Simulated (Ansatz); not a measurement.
# B2HSi: the cost of one run

The runs use Ansatz 0.2.0, Gaussian basis; def2-QZVPP, core rule «outside noble gas», up to 7 orbitals frozen.

Plan: UHF; ROHF; CCSD(T) on UHF.

## 1. The geometry

The geometry is a PBE0/def2-TZVP stationary point (not a proven minimum) of the parent state, kept for this charge and spin.

4 atoms, charge 1, spin multiplicity 5.

Atoms are counted from 1 here; the program's logs count them from 0.

Bond lengths: B1–Si2 1.995 Å, B1–B3 1.731 Å, Si2–B3 1.946 Å, B3–H4 1.188 Å. Angles: Si2–B1–B3 62.5°, B1–Si2–B3 52.1°, B1–B3–Si2 65.4°, B1–B3–H4 134.1°, Si2–B3–H4 160.5°.

As a file:

```xyz
4
B2HSi
B     0.0000   -1.1023   -0.7602
Si    0.0000    0.1510    0.7923
B     0.0000    0.5947   -1.1020
H     0.0000    1.2363   -2.1018
```

## 2. UHF

Input file in.yaml:

```yaml
crystal:
  periodic: [false, false, false]
  atoms:
    - {symbol: B, position_ang: [0.000000, -1.102278, -0.760213]}
    - {symbol: Si, position_ang: [0.000000, 0.151019, 0.792273]}
    - {symbol: B, position_ang: [0.000000, 0.594686, -1.102049]}
    - {symbol: H, position_ang: [0.000000, 1.236325, -2.101784]}
basis:
  gaussian: {orbitals: "def2-QZVPP.json"}
total_charge: 1
magnetization: {spin_polarized: true, initial_magnetization: 4}
hamiltonian: {xc: hf}
output: {orbitals: {seedname: orbitals}}
```

Command:

```
> ansatz run in.yaml --threads 1 --pin off --events-out ev --progress --plain --max-ram 2393MiB
```

**Question.** How long does this run take on 1 thread of Arm Neoverse V2, shared host, and how much memory does it need?

About 12 s, with a peak of 0.48 GiB.
